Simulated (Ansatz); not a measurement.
**BCCD(T)/6-31G run of [AlH4]− (SMILES [AlH4-])**

Aim: the vertical ionisation energy of [AlH4]− at BCCD(T)/6-31G, from 2 runs. 

Program for the calculation: Ansatz 0.2.0.

2 further runs of the same task are left out: 2 set aside as unsound or not needed.

**1. The molecule**

[AlH4]− has 5 atoms, charge -1, and is taken as a singlet. As SMILES, `[AlH4-]`. Geometry: a GFN2-xTB relaxation, a rough one for these elements and not checked as a minimum.

Bond lengths: Al1–H2 1.628 Å, Al1–H3 1.628 Å, Al1–H4 1.628 Å, Al1–H5 1.627 Å. Angles: H2–Al1–H3 109.4°, H2–Al1–H4 109.5°, H2–Al1–H5 109.4°, H3–Al1–H4 109.5°, H3–Al1–H5 109.4°, H4–Al1–H5 109.6°.

**2. A single-point energy at BCCD(T)/6-31G**

Contents of job.yaml:

```yaml
crystal:
  periodic: [false, false, false]
  atoms:
    - symbol: Al
      position_ang: [-0.000020, 0.000060, -0.001080]
    - symbol: H
      position_ang: [1.443510, -0.504270, 0.556410]
    - symbol: H
      position_ang: [-1.182970, -0.604500, 0.939130]
    - symbol: H
      position_ang: [-0.203840, -0.517130, -1.530710]
    - symbol: H
      position_ang: [-0.056670, 1.625850, 0.036250]
basis:
  gaussian: {orbitals: 6-31G}
total_charge: -1
correlation: {method: bccd_t, frozen_orbitals: {Al: 5, H: 0}}
accuracy: high
scf: {omitted_lower_state_checks: [cluster_reference, increment]}
```

The run is started by

```
ansatz run job.yaml --threads 1 --pin off --max-ram 2610MiB --events-out events.jsonl --progress --plain --runs-dir runs
```

Log, shortened:

```text
Warning: RAYON_NUM_THREADS=1 ignored (pool sized by the plan → 1); use --threads N
Functional definition: HF
  name "HF"
[...]
483 factors; integrals over basis functions are off by at most 2.7e-9 eV
[...]
mean field -6644.55874472 eV, -244.1830300249 hartree, gradient 2.0e-8 eV, S^2 0.000000; 0 other end points of the search recorded, 0 dependent functions left out
5 core orbitals not correlated: weight in the atoms' cores, before any rotation towards them, 1.000 or more for the frozen orbitals, at most 0.000 for the correlated occupied ones
reference -6644.55874472 eV, -244.1830300249 hartree; 4, 4 occupied and 12, 12 virtual orbitals, 483 factors
second order -1.46258207 eV of doubles, -0.00000000 eV of singles
cycle   1  -1.85485178 eV  change   -3.9e-1 eV  update   5.4e-2
[...]
cycle  17  -2.05034826 eV  change  -5.4e-10 eV  update  3.9e-10
perturbative correction -0.02284927 eV, -0.0008396952 hartree
Total energy: -6646.63194226 eV, -244.2592186291 hartree
Checks for a lower state left out: cluster_reference, increment
```

Run time: 0.26 s. Hardware: 1 thread of Arm Neoverse V1, shared host.

**3. Doublet neutral AlH4, same level**

Contents of run.yaml:

```yaml
crystal:
  periodic: [false, false, false]
  atoms:
    - {symbol: Al, position_ang: [-0.000020, 0.000060, -0.001080]}
    - {symbol: H, position_ang: [1.443510, -0.504270, 0.556410]}
    - {symbol: H, position_ang: [-1.182970, -0.604500, 0.939130]}
    - {symbol: H, position_ang: [-0.203840, -0.517130, -1.530710]}
    - {symbol: H, position_ang: [-0.056670, 1.625850, 0.036250]}
basis:
  gaussian:
    orbitals: 6-31G
scf:
  omitted_lower_state_checks: [cluster_reference, increment]
correlation:
  method: bccd_t
  frozen_orbitals: {Al: 5, H: 0}
magnetization:
  spin_polarized: true
  initial_magnetization: 1
accuracy: high
```

The run is started by

```
ansatz run run.yaml --threads 1 --pin off --max-ram 2610MiB --events-out events.jsonl --progress --plain --runs-dir runs
```

Log:

```text
Warning: RAYON_NUM_THREADS=1 ignored (pool sized by the plan → 1); use --threads N
[... 13 lines left out ...]
5 core orbitals not correlated: weight in the atoms' cores, before any rotation towards them, 1.000 or more for the frozen orbitals, at most 0.000 for the correlated occupied ones
[... 38 lines left out ...]
Total energy: -6642.43313747 eV, -244.1049153993 hartree
Checks for a lower state left out: cluster_reference, increment
```

Wall time 0.62 s (1 thread of Arm Neoverse V1, shared host).

**4. What came out**

At BCCD(T)/6-31G, 5 core orbitals frozen:

```
                                                         quantity          value
                                    singlet [AlH4]−: total energy  -244.25922 Eh
     singlet [AlH4]−: correlation energy (5 core orbitals frozen)      -76.2 mEh
                                  singlet [AlH4]−: (T) correction      -0.84 mEh
                               doublet neutral AlH4: total energy  -244.10492 Eh
doublet neutral AlH4: correlation energy (5 core orbitals frozen)      -70.1 mEh
                             doublet neutral AlH4: (T) correction      -1.22 mEh
          doublet neutral AlH4: ⟨S²⟩ of the reference determinant          0.762
              vertical detachment energy (to the doublet neutral)       4.199 eV
```

What this shows: The vertical ionisation energy comes to 4.20 eV (97 kcal/mol). The triples (singlet [AlH4]−) make up 1.1 % of the correlation energy. The triples (doublet neutral AlH4) make up 1.7 % of the correlation energy.
